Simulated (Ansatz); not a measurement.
Ansatz (a program for electronic structure) input (B3LYP-D3(BJ)/def2-TZVP):

Ansatz 0.2 input:
```yaml
crystal:
  periodic: [false, false, false]
  atoms:
    - {symbol: C, position_ang: [0.01091998, 0.21658882, 0.95978002]}
    - {symbol: C, position_ang: [-0.00015083, 0.23216616, -0.35161891]}
    - {symbol: F, position_ang: [0.00546660, -0.79615711, 1.78204925]}
    - {symbol: F, position_ang: [0.00746909, 1.34330003, -1.06320299]}
    - {symbol: F, position_ang: [-0.02011512, -0.84631291, -1.12428700]}
basis:
  gaussian:
    orbitals: def2-TZVP
hamiltonian:
  xc: b3lyp
  dispersion: d3bj
magnetization: {spin_polarized: true, initial_magnetization: 1}
phonons: {temperatures: {t_min: 298.15, t_max: 298.15, t_step: 100}}
```

Output:

```
Functional definition: B3LYP
integrals: 0.05 GiB planned
828 factors; their error is unknown
mean field: 0.71 GiB planned
mean field evaluation 1: about -10223.1897 eV, gradient 2.3e1 eV
mean field evaluation 2: about -10223.6625 eV, gradient 2.2e1 eV
mean field evaluation 4: about -10224.9166 eV, gradient 1.1e0 eV
mean field evaluation 8: about -10224.9228 eV, gradient 1.1e-1 eV
mean field evaluation 16: about -10224.9519 eV, gradient 1.7e-3 eV
mean field -10224.95194804 eV, -375.7600533692 hartree, gradient 2.9e-5 eV, S^2 0.760183; 1 other end points of the search recorded, 0 dependent functions left out
the calculation of the forces begins
reference -10224.95212125 eV, -375.7600597345 hartree; 20, 19 occupied and 135, 136 virtual orbitals, 828 factors
these checks for a lower state are left out or cut short: stability, starts, cluster_reference, orbital_swaps, neighbouring_geometries, increment
integrals: 0.05 GiB planned
828 factors; their error is unknown
mean field: 0.71 GiB planned
mean field evaluation 32: about -10224.9518 eV, gradient 1.2e-4 eV
mean field -10224.95183026 eV, -375.7600490409 hartree, gradient 1.4e-6 eV, S^2 0.760219; 0 other end points of the search recorded, 0 dependent functions left out
the calculation of the forces begins
reference -10224.95200344 eV, -375.7600554049 hartree; 20, 19 occupied and 135, 136 virtual orbitals, 828 factors
these checks for a lower state are left out or cut short: stability, starts, cluster_reference, orbital_swaps, neighbouring_geometries, increment
integrals: 0.05 GiB planned
828 factors; their error is unknown
mean field: 0.71 GiB planned
mean field -10224.95183299 eV, -375.7600491412 hartree, gradient 2.5e-6 eV, S^2 0.760147; 0 other end points of the search recorded, 0 dependent functions left out
the calculation of the forces begins
reference -10224.95200624 eV, -375.7600555079 hartree; 20, 19 occupied and 135, 136 virtual orbitals, 828 factors
these checks for a lower state are left out or cut short: stability, starts, cluster_reference, orbital_swaps, neighbouring_geometries, increment
integrals: 0.05 GiB planned
828 factors; their error is unknown
mean field: 0.71 GiB planned
mean field -10224.95182692 eV, -375.7600489180 hartree, gradient 1.8e-6 eV, S^2 0.760269; 0 other end points of the search recorded, 0 dependent functions left out
the calculation of the forces begins
reference -10224.95200019 eV, -375.7600552856 hartree; 20, 19 occupied and 135, 136 virtual orbitals, 828 factors
these checks for a lower state are left out or cut short: stability, starts, cluster_reference, orbital_swaps, neighbouring_geometries, increment
integrals: 0.05 GiB planned
828 factors; their error is unknown
mean field: 0.71 GiB planned
mean field -10224.95181274 eV, -375.7600483968 hartree, gradient 1.8e-6 eV, S^2 0.760097; 0 other end points of the search recorded, 0 dependent functions left out
the calculation of the forces begins
reference -10224.95198589 eV, -375.7600547599 hartree; 20, 19 occupied and 135, 136 virtual orbitals, 828 factors
these checks for a lower state are left out or cut short: stability, starts, cluster_reference, orbital_swaps, neighbouring_geometries, increment
integrals: 0.05 GiB planned
828 factors; their error is unknown
mean field: 0.71 GiB planned
mean field evaluation 64: about -10224.9518 eV, gradient 2.4e-6 eV
mean field -10224.95178522 eV, -375.7600473856 hartree, gradient 2.6e-6 eV, S^2 0.760166; 0 other end points of the search recorded, 0 dependent functions left out
the calculation of the forces begins
reference -10224.95195846 eV, -375.7600537519 hartree; 20, 19 occupied and 135, 136 virtual orbitals, 828 factors
these checks for a lower state are left out or cut short: stability, starts, cluster_reference, orbital_swaps, neighbouring_geometries, increment
integrals: 0.05 GiB planned
828 factors; their error is unknown
mean field: 0.71 GiB planned
mean field -10224.95178209 eV, -375.7600472707 hartree, gradient 1.4e-6 eV, S^2 0.760200; 0 other end points of the search recorded, 0 dependent functions left out
the calculation of the forces begins
reference -10224.95195528 eV, -375.7600536351 hartree; 20, 19 occupied and 135, 136 virtual orbitals, 828 factors
these checks for a lower state are left out or cut short: stability, starts, cluster_reference, orbital_swaps, neighbouring_geometries, increment
integrals: 0.05 GiB planned
828 factors; their error is unknown
mean field: 0.71 GiB planned
mean field -10224.95178538 eV, -375.7600473915 hartree, gradient 1.8e-6 eV, S^2 0.760095; 0 other end points of the search recorded, 0 dependent functions left out
the calculation of the forces begins
reference -10224.95195852 eV, -375.7600537541 hartree; 20, 19 occupied and 135, 136 virtual orbitals, 828 factors
these checks for a lower state are left out or cut short: stability, starts, cluster_reference, orbital_swaps, neighbouring_geometries, increment
integrals: 0.05 GiB planned
828 factors; their error is unknown
mean field: 0.71 GiB planned
mean field -10224.95179408 eV, -375.7600477111 hartree, gradient 1.8e-6 eV, S^2 0.760272; 0 other end points of the search recorded, 0 dependent functions left out
the calculation of the forces begins
reference -10224.95196736 eV, -375.7600540792 hartree; 20, 19 occupied and 135, 136 virtual orbitals, 828 factors
these checks for a lower state are left out or cut short: stability, starts, cluster_reference, orbital_swaps, neighbouring_geometries, increment
integrals: 0.05 GiB planned
828 factors; their error is unknown
mean field: 0.71 GiB planned
mean field evaluation 96: about -10224.9519 eV, gradient 2.5e-6 eV
mean field -10224.95185772 eV, -375.7600500500 hartree, gradient 2.5e-6 eV, S^2 0.760160; 0 other end points of the search recorded, 0 dependent functions left out
the calculation of the forces begins
reference -10224.95203094 eV, -375.7600564157 hartree; 20, 19 occupied and 135, 136 virtual orbitals, 828 factors
these checks for a lower state are left out or cut short: stability, starts, cluster_reference, orbital_swaps, neighbouring_geometries, increment
integrals: 0.05 GiB planned
828 factors; their error is unknown
mean field: 0.71 GiB planned
mean field -10224.95186875 eV, -375.7600504551 hartree, gradient 1.4e-6 eV, S^2 0.760206; 0 other end points of the search recorded, 0 dependent functions left out
the calculation of the forces begins
reference -10224.95204195 eV, -375.7600568201 hartree; 20, 19 occupied and 135, 136 virtual orbitals, 828 factors
these checks for a lower state are left out or cut short: stability, starts, cluster_reference, orbital_swaps, neighbouring_geometries, increment
integrals: 0.05 GiB planned
828 factors; their error is unknown
mean field: 0.71 GiB planned
mean field -10224.95192587 eV, -375.7600525543 hartree, gradient 2.2e-6 eV, S^2 0.760186; 0 other end points of the search recorded, 0 dependent functions left out
the calculation of the forces begins
reference -10224.95209907 eV, -375.7600589195 hartree; 20, 19 occupied and 135, 136 virtual orbitals, 828 factors
these checks for a lower state are left out or cut short: stability, starts, cluster_reference, orbital_swaps, neighbouring_geometries, increment
integrals: 0.05 GiB planned
828 factors; their error is unknown
mean field: 0.71 GiB planned
mean field -10224.95189790 eV, -375.7600515264 hartree, gradient 2.2e-6 eV, S^2 0.760180; 0 other end points of the search recorded, 0 dependent functions left out
the calculation of the forces begins
reference -10224.95207111 eV, -375.7600578918 hartree; 20, 19 occupied and 135, 136 virtual orbitals, 828 factors
these checks for a lower state are left out or cut short: stability, starts, cluster_reference, orbital_swaps, neighbouring_geometries, increment
integrals: 0.05 GiB planned
828 factors; their error is unknown
mean field: 0.71 GiB planned
mean field -10224.95185642 eV, -375.7600500020 hartree, gradient 2.7e-6 eV, S^2 0.760194; 0 other end points of the search recorded, 0 dependent functions left out
the calculation of the forces begins
reference -10224.95202963 eV, -375.7600563676 hartree; 20, 19 occupied and 135, 136 virtual orbitals, 828 factors
these checks for a lower state are left out or cut short: stability, starts, cluster_reference, orbital_swaps, neighbouring_geometries, increment
integrals: 0.05 GiB planned
828 factors; their error is unknown
mean field: 0.71 GiB planned
mean field evaluation 128: about -10224.9243 eV, gradient 2.2e-4 eV
mean field -10224.95183559 eV, -375.7600492368 hartree, gradient 2.6e-6 eV, S^2 0.760171; 0 other end points of the search recorded, 0 dependent functions left out
the calculation of the forces begins
reference -10224.95200880 eV, -375.7600556020 hartree; 20, 19 occupied and 135, 136 virtual orbitals, 828 factors
these checks for a lower state are left out or cut short: stability, starts, cluster_reference, orbital_swaps, neighbouring_geometries, increment
integrals: 0.05 GiB planned
828 factors; their error is unknown
mean field: 0.71 GiB planned
mean field -10224.95190921 eV, -375.7600519421 hartree, gradient 1.6e-6 eV, S^2 0.760183; 0 other end points of the search recorded, 0 dependent functions left out
the calculation of the forces begins
reference -10224.95208242 eV, -375.7600583074 hartree; 20, 19 occupied and 135, 136 virtual orbitals, 828 factors
these checks for a lower state are left out or cut short: stability, starts, cluster_reference, orbital_swaps, neighbouring_geometries, increment
integrals: 0.05 GiB planned
828 factors; their error is unknown
mean field: 0.71 GiB planned
mean field -10224.95192336 eV, -375.7600524620 hartree, gradient 1.6e-6 eV, S^2 0.760183; 0 other end points of the search recorded, 0 dependent functions left out
the calculation of the forces begins
reference -10224.95209657 eV, -375.7600588275 hartree; 20, 19 occupied and 135, 136 virtual orbitals, 828 factors
these checks for a lower state are left out or cut short: stability, starts, cluster_reference, orbital_swaps, neighbouring_geometries, increment
integrals: 0.05 GiB planned
828 factors; their error is unknown
mean field: 0.71 GiB planned
mean field -10224.95185143 eV, -375.7600498187 hartree, gradient 2.6e-6 eV, S^2 0.760176; 0 other end points of the search recorded, 0 dependent functions left out
the calculation of the forces begins
reference -10224.95202464 eV, -375.7600561839 hartree; 20, 19 occupied and 135, 136 virtual orbitals, 828 factors
these checks for a lower state are left out or cut short: stability, starts, cluster_reference, orbital_swaps, neighbouring_geometries, increment
integrals: 0.05 GiB planned
828 factors; their error is unknown
mean field: 0.71 GiB planned
mean field evaluation 160: about -10224.9519 eV, gradient 1.3e-4 eV
mean field -10224.95186151 eV, -375.7600501892 hartree, gradient 2.6e-6 eV, S^2 0.760190; 0 other end points of the search recorded, 0 dependent functions left out
the calculation of the forces begins
reference -10224.95203473 eV, -375.7600565547 hartree; 20, 19 occupied and 135, 136 virtual orbitals, 828 factors
these checks for a lower state are left out or cut short: stability, starts, cluster_reference, orbital_swaps, neighbouring_geometries, increment
integrals: 0.05 GiB planned
828 factors; their error is unknown
mean field: 0.71 GiB planned
mean field -10224.95190752 eV, -375.7600518800 hartree, gradient 1.7e-6 eV, S^2 0.760182; 0 other end points of the search recorded, 0 dependent functions left out
the calculation of the forces begins
reference -10224.95208075 eV, -375.7600582460 hartree; 20, 19 occupied and 135, 136 virtual orbitals, 828 factors
these checks for a lower state are left out or cut short: stability, starts, cluster_reference, orbital_swaps, neighbouring_geometries, increment
integrals: 0.05 GiB planned
828 factors; their error is unknown
mean field: 0.71 GiB planned
mean field -10224.95192684 eV, -375.7600525900 hartree, gradient 1.7e-6 eV, S^2 0.760184; 0 other end points of the search recorded, 0 dependent functions left out
the calculation of the forces begins
reference -10224.95210003 eV, -375.7600589547 hartree; 20, 19 occupied and 135, 136 virtual orbitals, 828 factors
Total energy: -10225.05722964 eV, -375.7639223967 hartree
Atom 0 at     0.010920     0.216589     0.959780 Å, force    -0.000009    -0.000745     0.000018 eV/Å
Atom 1 at    -0.000151     0.232166    -0.351619 Å, force    -0.000006    -0.000303    -0.000223 eV/Å
Atom 2 at     0.005467    -0.796157     1.782049 Å, force     0.000004     0.000776    -0.000633 eV/Å
Atom 3 at     0.007469     1.343300    -1.063203 Å, force    -0.000000    -0.000239     0.000322 eV/Å
Atom 4 at    -0.020115    -0.846313    -1.124287 Å, force     0.000011     0.000511     0.000515 eV/Å
Dipole moment:     0.000835     0.012728     0.078958 e Å
Vibrations: 212.71 254.65 483.70 500.73 617.68 919.03 1226.25 1280.22 1844.81 cm⁻¹, zero-point energy 0.455009 eV
```

It need not be the lowest isomer of its formula.
